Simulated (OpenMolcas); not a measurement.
# SiNH3 (SMILES N[SiH]): the energy, rung by rung

SiNH3: 5 atoms, total charge 0, spin state singlet. SMILES: `N[SiH]`. Geometry: relaxed at GFN2-xTB. This is one conformer, not always the lowest.

```xyz
5

N    -0.2987   -0.4693    0.1229
Si    0.0054    1.1950    0.3897
H     0.1891   -1.0675   -0.5292
H    -1.0095   -0.9776    0.6207
H     1.1137    1.3194   -0.6042
```

Each level gives the energy change with the Si2–H5 bond stretched from 1.494 to 2.614 Å (eV). The values are calculated.

```tsv
level	kind	program	value (eV)	less CCSD(T)/STO-3G
HF/STO-3G (restricted)	Hartree–Fock	OpenMolcas	5.49	+1.97
PBE/STO-3G (restricted)	GGA	OpenMolcas	3.67	+0.15
r2SCAN/STO-3G (restricted)	meta-GGA	OpenMolcas	3.93	+0.41
M06-2X/STO-3G (restricted)	hybrid meta-GGA	OpenMolcas	4.49	+0.97
B2PLYP/STO-3G (restricted)	double hybrid	OpenMolcas	4.16	+0.64
MP2/STO-3G (restricted)	perturbation theory	OpenMolcas	4.40	+0.88
CASPT2(2,2)/STO-3G	multireference	OpenMolcas	3.46	-0.06
SC-NEVPT2(2,2)/STO-3G	multireference	OpenMolcas	3.40	-0.12
ACPF/STO-3G (restricted)	coupled cluster or CI	OpenMolcas	2.97	-0.55
CCSD(T)/STO-3G (restricted)	coupled cluster or CI	OpenMolcas	3.52	0.00
```

CCSD(T)/STO-3G (restricted) is the highest level here, not the true value. At this stretch a single reference begins to fail. Spin-restricted single references rise too steeply as a bond breaks, Hartree–Fock most of all. Perturbation and coupled-cluster corrections on them can overshoot downwards. The first shape isn't each level's own minimum. The values span 2.97 to 5.49 eV. All rows use very small basis sets, so even the best lies far from the true value.
